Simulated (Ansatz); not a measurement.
How the Voigt–Reuss–Hill shear modulus of zinc-blende CuCl moves with the method

No measured value is used here.

```tsv
level (code)	value (GPa)	cell (Å³/atom)
LDA (Ansatz)	12.4	17.65
PBE (Ansatz)	11.0	19.94
PBEsol (Ansatz)	11.0	18.51
```

Each level is taken at its own relaxed cell. Ansatz's density-functional and Hartree–Fock values are scalar-relativistic unless marked +SOC, with PAW data made under PBE.

Ansatz is a first-principles code.
